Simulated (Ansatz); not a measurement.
Saddle point of Si$_{2}$H$_{7}$F, closed shell (Si₂H₆ ([SiH3][SiH3]) + HF → Si₂H₅F ([F][SiH2][SiH3]) + H₂; bonds formed: Si1–F7, H2–H6; bonds broken: Si1–H2, H6–F7), PBE0-D4/def2-TZVP structure:

```xyz
10
angstrom
Si -0.8266 -0.1169 -0.3028
H -0.9156 -1.8020 -0.5023
H -1.5644 0.6349 -1.3412
H -1.8722 -0.3926 0.7404
Si 0.9540 0.8523 0.8571
H -0.2347 -1.5838 -1.1364
F 0.4576 -0.7207 -1.6711
H 0.4286 1.7078 1.9543
H 1.7689 -0.2402 1.4524
H 1.8046 1.6613 -0.0505
```

Energies are electronic, without zero-point energy. Barriers and step energies count from the start structure reached by relaxing down the imaginary mode; all methods use the PBE0-D4 structures, on which another method's saddle can fall below an end. Computed with Ansatz 0.2.0 (basis: def2-TZVPP, with def2-QZVPP for the basis limit); correlated methods freeze the cores. B3LYP uses VWN-RPA correlation. Extrapolation: Hartree–Fock as exp(−7.88 √X), correlation as X^−2.97.

```csv
method,barrier (eV),step energy (eV)
SPW92,?,-0.746
PBE-D4,1.226,-0.843
BLYP-D4,1.336,-0.974
r2SCAN-D4,1.319,-0.969
B97M-V,1.458,-0.966
PBE0-D4,1.423,-0.848
B3LYP-D4,?,-0.969
r2SCAN0-D4,1.470,-0.942
BHLYP-D4,?,-0.996
CAM-B3LYP-D4,1.475,-0.983
wB97X-V,1.493,-0.955
wB97M-V,1.453,-0.954
B2PLYP,1.523,-0.985
PBE-QIDH,1.541,-0.903
RPA on PBE,1.590,-0.946
HF,2.163,-1.065
MP2,1.547,-0.972
CCSD,1.720,-0.929
CCSD(T),1.620,-0.922
```

Fill in the withheld barriers. (To be estimated.)

By the calculation: BHLYP-D4 1.672; SPW92 0.962; B3LYP-D4 1.473 eV. Each is the energy of the saddle less that of the start structure, by the same method.

For comparison, the barrier by CCSD(T) at an estimated basis limit (MP2 extrapolated from triple and quadruple zeta, plus CCSD(T) − MP2 in triple zeta) is 1.574 eV.

No T1 diagnostic of these runs exceeds 0.015.

Labels in which every atom is bracketed show which atoms are joined, not bond orders.

For scale, one of the runs: CCSD(T)/def2-TZVPP, 213 basis functions (an equivalent command: `ansatz run in.yaml --threads 4`). Hardware: 4 CPU threads, shared host. Wall time 78 s; peak host memory 2.9 GiB.
